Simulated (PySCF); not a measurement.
**MgCl: bond curves at several levels of theory**

The task here is to estimate one member of a computed series from the others.

Computed with PySCF 2.14.0. Level: Mg pcseg-1, Cl pcseg-1, no relativity.

Set-up of the first run:

A driver script around PySCF takes these settings:

```
atoms                         : Mg, Cl
charge                        : 0
basis                         : Mg pcseg-1, Cl pcseg-1
Hamiltonian                   : no relativity
basis functions               : 28
electrons treated             : 29
masses in u                   : 23.9850, 34.9689
levels                        : PBE0, PBE, r²SCAN, BLYP, M06-2X, M06-L, HF, MP2, SCS-MP2, CCSD, CCSD(T)
grid                          : 80 radial by 434 angular points
occupations                   : held fixed by the projection of orbital angular momentum
dissociation limit            : Mg + Cl, each in its ground configuration
starting distance in angstrom : 2.325
values of 2S to try           : 1, 3
```

Among the steps run: The job; The PBE0 curve of the state that the search chose; Higher solutions at PBE0; PBE; r²SCAN (meta-GGA); BLYP (GGA); M06-2X (hybrid meta-GGA); M06-L (meta-GGA); UHF (mean field); Correlated methods on the Hartree–Fock reference.

One of the session's tables, all rows but one given; the rest of the session is left out.

Energy (eV) from each level's lowest point:

```
R (Å)    UHF  UHF-MP2  UHF-SCS-MP2  UHF-CCSD  UHF-CCSD(T)
1.957  0.752    0.760        0.767       n/a          n/a
2.048  0.339    0.345        0.350     0.349        0.352
2.139  0.110    0.114        0.117     0.117        0.118
2.208  0.027    0.028        0.030     0.030        0.031
2.276  0.000    0.000        0.000     0.000        0.000
2.344  0.017    0.015        0.014     0.014        0.013
2.435  0.090    0.087        0.083     0.083        0.081
2.549      ?        ?            ?         ?            ?
2.686  0.465    0.461        0.453     0.449        0.444
2.868  0.812    0.808        0.797       n/a          n/a
```

Q: Estimate the row for R (Å) = 2.549 from the others.

Worked estimate for «UHF». A straight line through the neighbours (2.435, 0.090) and (2.686, 0.465) gives 0.090 + (0.465 − 0.090) × (2.549 − 2.435) / (2.686 − 2.435) = 0.260; a parabola fitted to 4 rows on both sides gives 0.244.

The run gave: UHF: 0.237; UHF-MP2: 0.233; UHF-SCS-MP2: 0.228; UHF-CCSD: 0.226; UHF-CCSD(T): 0.222. In «UHF» the line misses by +0.023 and the parabola by +0.007.

State 2 has its PBE0 minimum 6.58 eV higher. The other levels ran on the lowest alone.
